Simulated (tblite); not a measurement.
Species: BClH₃P.
Atom-mapped SMILES: `[PH2:1][BH:2][Cl:3]` (hydrogens: H4, H5 on P1; H6 on B2)

Computed with GFN2-xTB (tblite), gas phase: L-BFGS steps from a force-field or distance-geometry start until the largest atomic force falls under 0.01 eV/Å.

At the end of the run (lengths in Å): B2–Cl3 1.695, P1–H5 1.380, P1–H4 1.380, P1–B2 1.884, B2–H6 1.174, B2–P1–H4 100.1°, P1–B2–H6 120.8°, Cl3–B2–H6 118.6°, P1–B2–Cl3 120.2°, H6–B2–P1–H4 -146°, H4–P1–B2–Cl3 42°.

Problem. These geometries were met on the way; a selection of coordinates is given. Order them by energy above the end point, lowest first.
A. B2–Cl3 1.858, P1–H5 1.461, P1–H4 1.442, P1–B2 1.916, B2–H6 1.179, B2–P1–H4 94.3°, P1–B2–H6 120.5°, Cl3–B2–H6 119.6°, P1–B2–Cl3 119.9°, H6–B2–P1–H4 -107°, H4–P1–B2–Cl3 72°
B. B2–Cl3 1.704, P1–H5 1.377, P1–H4 1.375, P1–B2 1.877, B2–H6 1.175, B2–P1–H4 100.7°, P1–B2–H6 122.8°, Cl3–B2–H6 117.8°, P1–B2–Cl3 118.2°, H6–B2–P1–H4 -138°, H4–P1–B2–Cl3 55°
C. B2–Cl3 1.648, P1–H5 1.358, P1–H4 1.363, P1–B2 1.935, B2–H6 1.193, B2–P1–H4 95.3°, P1–B2–H6 115.1°, Cl3–B2–H6 121.8°, P1–B2–Cl3 123.1°, H6–B2–P1–H4 -110°, H4–P1–B2–Cl3 69°
D. B2–Cl3 1.690, P1–H5 1.382, P1–H4 1.387, P1–B2 1.897, B2–H6 1.175, B2–P1–H4 100.5°, P1–B2–H6 123.5°, Cl3–B2–H6 119.1°, P1–B2–Cl3 117.1°, H6–B2–P1–H4 -121°, H4–P1–B2–Cl3 65°
E. B2–Cl3 1.682, P1–H5 1.387, P1–H4 1.383, P1–B2 1.900, B2–H6 1.166, B2–P1–H4 95.7°, P1–B2–H6 119.0°, Cl3–B2–H6 119.4°, P1–B2–Cl3 121.6°, H6–B2–P1–H4 -111°, H4–P1–B2–Cl3 72°

Solution. B (0.023 eV), D (0.041 eV), E (0.069 eV), C (0.125 eV), A (0.373 eV).

```
step  E above end (eV)  rms distance from the end, all atoms (Å)  largest force (eV/Å)  rms shift of all bonds from the end (Å)
  19             0.023                                     0.118                 0.182                                    0.006
  14             0.041                                     0.196                 0.194                                    0.007
   5             0.069                                     0.268                 0.285                                    0.010
   2             0.125                                     0.274                 1.455                                    0.034
   0             0.373                                     0.293                 2.194                                    0.087
```

Rows stand in the order of the answer.
